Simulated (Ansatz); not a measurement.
Run this with the Python package of Ansatz (0.2.0) and show what comes out.

`composite_bh3.py`
```python
'''Relax BH3 cheaply, then refine its energy.'''

import itertools
import logging
import sys

import ansatz
from ase.data import atomic_numbers, covalent_radii
import numpy as np

logging.basicConfig(stream=sys.stdout, format='[%(levelname)s] %(message)s')
logger = logging.getLogger('bh3')
logger.setLevel(logging.INFO)

config = {
    'basis': 'def2-SVP',
    'xc': 'PBE0',
    'dispersion': 'd4',
}

geometry = (
    ansatz.Crystal.molecule()
    .atom('B', (0.0392, -0.0507, 0.0108))
    .atom('H', (0.948, 0.4087, 0.5435))
    .atom('H', (-0.2937, -1.1572, 0.032))
    .atom('H', (-0.638, 0.7389, -0.6066))
)

setup = (
    geometry.calculation()
    .basis(gaussian=config['basis'])
    .functional(config['xc'], dispersion=config['dispersion'])
)
symbols = [site.symbol for site in geometry.cartesian_sites]
start = np.array([site.position_ang for site in geometry.cartesian_sites], dtype=float)
report = setup.relax(force_tolerance=0.01).run().report
end = np.array(report['positions_ang'])
# pairs closer than 1.2 times the sum of covalent radii, before or after
radius = [covalent_radii[atomic_numbers[s]] for s in symbols]
span = lambda where, i, j: np.linalg.norm(where[i] - where[j])
bonded = [(i, j) for i, j in itertools.combinations(range(len(symbols)), 2) if min(span(start, i, j), span(end, i, j)) < 1.2 * (radius[i] + radius[j])]
logger.info('pair        before    after (A)')
for i, j in bonded:
    print(f'{symbols[i]}{i}-{symbols[j]}{j}'.ljust(10), f'{span(start, i, j):8.4f} {span(end, i, j):8.4f}')
for first, second in list(itertools.combinations(bonded, 2)):
    shared = set(first) & set(second)
    if shared and symbols[(j := shared.pop())] != 'H':
        i, k = sorted((set(first) | set(second)) - {j})
        u, v = end[i] - end[j], end[k] - end[j]
        angle = np.degrees(np.arccos(np.clip(u @ v / np.linalg.norm(u) / np.linalg.norm(v), -1, 1)))
        logger.info(f'final angle {symbols[i]}{i}-{symbols[j]}{j}-{symbols[k]}{k}: {angle:.2f} deg')

minimum = ansatz.Crystal.molecule()
for symbol, place in zip(symbols, end):
    minimum = minimum.atom(symbol, place.tolist())
at_minimum = minimum.calculation()
# MP2 extrapolated to the basis limit, plus the small-basis difference CCSD(T) - MP2
level = lambda method, basis: at_minimum.basis(gaussian=basis).correlation(method).run().report
small, large, cluster = level('mp2', 'cc-pVDZ'), level('mp2', 'cc-pVTZ'), level('ccsd_t', 'cc-pVDZ')
corr = lambda each: (each['free_energy_ev'] - each['reference_energy_ev']) / 27.211386246
mp2_limit = (27 * corr(large) - 8 * corr(small)) / 19
pieces = {'HF / cc-pVTZ': large['reference_energy_ev'] / 27.211386246, 'MP2 correlation, DZ-TZ limit': mp2_limit, 'CCSD(T) - MP2 / cc-pVDZ': corr(cluster) - corr(small)}
for name, value in pieces.items():
    logger.info(f'{name:32s} {value:14.6f} Ha')
logger.info(f'{"sum":32s} {sum(pieces.values()):14.6f} Ha')
print('T1 diagnostic', round(cluster['correlation']['coupled_cluster']['t1_diagnostic'], 4))
```

```console
$ python composite_bh3.py
[INFO] pair        before    after (A)
B0-H1        1.1492   1.2063
B0-H2        1.1557   1.2063
B0-H3        1.2096   1.2063
[INFO] final angle H1-B0-H2: 120.00 deg
[INFO] final angle H1-B0-H3: 120.00 deg
[INFO] final angle H2-B0-H3: 120.00 deg
[INFO] HF / cc-pVTZ                         -26.399667 Ha
[INFO] MP2 correlation, DZ-TZ limit          -0.122192 Ha
[INFO] CCSD(T) - MP2 / cc-pVDZ               -0.025719 Ha
[INFO] sum                                  -26.547578 Ha
T1 diagnostic 0.005
```

Total energies depend on the basis set; only differences at equal settings carry meaning. The sum leaves out core correlation, relativity, the Hartree-Fock basis error and zero-point energy; a DZ-TZ extrapolation is rough. Inner cores stay frozen, so this is valence correlation. An extrapolation from small basis sets is rough. It ran for 1.9 s on 1 thread of Arm Neoverse V2, with other jobs on the host, peak memory 0.16 GiB.
